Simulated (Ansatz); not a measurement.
Species: NO, net charge -1, singlet state. 
Coordinates optimised at B3LYP-D3(BJ)/def2-TZVP (Ansatz, a quantum-chemistry and plane-wave program):
```xyz
2

N      0.0000     0.0000    -0.6716
O      0.0000     0.0000     0.5876
```
Charge -1, spin multiplicity 1.

Basis-set convergence of Hartree-Fock and MP2 correlation energies (hartree) with Ansatz. Valence correlation only, unless marked. Spin-orbit coupling is left out. No relativistic terms. This anion needs diffuse functions, which these sets lack.

The Hartree-Fock reference is unstable (checked in the largest basis), which strains HF and MP2. 

```
basis    functions       E(HF)  E(corr, MP2)
-------  ---------  ----------  ------------
cc-pVDZ         28  -129.14247      -0.33255
cc-pVTZ         60  -129.19292      -0.42845
cc-pVQZ        110  -129.20956      -0.46512
cc-pV5Z        182         [?]           [?]
```

### Question
Some entries are withheld; supply them.

### Answer

- cc-pV5Z, E(HF): -129.21710
- cc-pV5Z, E(corr, MP2): -0.48215
